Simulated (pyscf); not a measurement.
**Atom transfer: HO–Si(OH)(F)–F (SMILES O[Si](O)(F)F) + H• (SMILES [H]) → HO–Si•(OH)–F (SMILES O[Si](O)F) + HF (SMILES F)**

Gas phase, doublet surface, charge 0. Bonds broken: Si2–F4. Bonds formed: F4–H8. PySCF, gas phase, ωB97X-D3(BJ)/def2-SVP geometries.

Transition state (Å):

```xyz
8

O      0.2479     1.5832    -0.3549
Si    -0.2365     0.0896    -0.8458
O      1.0664    -0.9128    -0.6039
F     -1.2455     0.6612    -2.3312
F     -1.4631    -0.4419     0.0804
H      0.9970     1.5901     0.2523
H      0.9109    -1.8593    -0.7019
H     -1.9890     1.4069    -2.7347
```

One imaginary mode, 1893i cm⁻¹; descent along it reached the two sides named, in the forms told below.

```csv
bond,change,reactant side (Å),saddle,product side
Si2–F4,breaks,1.605,1.884,2.9
F4–H8,forms,3.2,1.128,0.938
```

Electronic energies relative to the separated reactants (kcal/mol):

```json
[
 {"level": "ωB97X-D3(BJ)/def2-TZVP", "barrier": "56.3", "reaction energy": "+28.0", "reverse barrier": "28.4"},
 {"level": "PBE/def2-TZVP", "barrier": "38.8", "reaction energy": "+21.8", "reverse barrier": "17.1"},
 {"level": "r²SCAN/def2-TZVP", "barrier": "44.8", "reaction energy": "+25.4", "reverse barrier": "19.4"},
 {"level": "B3LYP-D3(BJ)/def2-TZVP", "barrier": "45.4", "reaction energy": "+23.9", "reverse barrier": "21.5"},
 {"level": "PBE0-D3(BJ)/def2-TZVP", "barrier": "48.0", "reaction energy": "+25.0", "reverse barrier": "23.0"},
 {"level": "M06-2X/def2-TZVP", "barrier": "53.9", "reaction energy": "+28.2", "reverse barrier": "25.6"},
 {"level": "ωB97M-D3(BJ)/def2-TZVP", "barrier": "52.6", "reaction energy": "+28.4", "reverse barrier": "24.2"},
 {"level": "HF/def2-TZVP", "barrier": "81.1", "reaction energy": "+34.3", "reverse barrier": "46.8"}
]
```

With ωB97M-D3(BJ)/def2-TZVP energies and thermal terms (ideal gas, 1 atm, RRHO with modes under 100 cm⁻¹ raised to 100, one conformer, R ln 2 for chiral ones without a mode under 150 cm⁻¹), in kcal/mol:

```
T (K)   ΔH‡   ΔG‡     ΔH     ΔG
-----  ----  ----  -----  -----
298    52.1  58.6  +31.8  +28.8
600    51.8  65.4  +31.1  +25.9
900    51.5  72.2  +30.2  +23.5
1200   51.3  79.1  +29.2  +21.4
```

On the product side the descent ends in a complex, 5.6 kcal/mol under the separated species and 34.0 kcal/mol under the saddle at ωB97X-D3(BJ)/def2-TZVP. One saddle was located; it need not be the lowest between these sides. The angle at the transferred F is 147°.
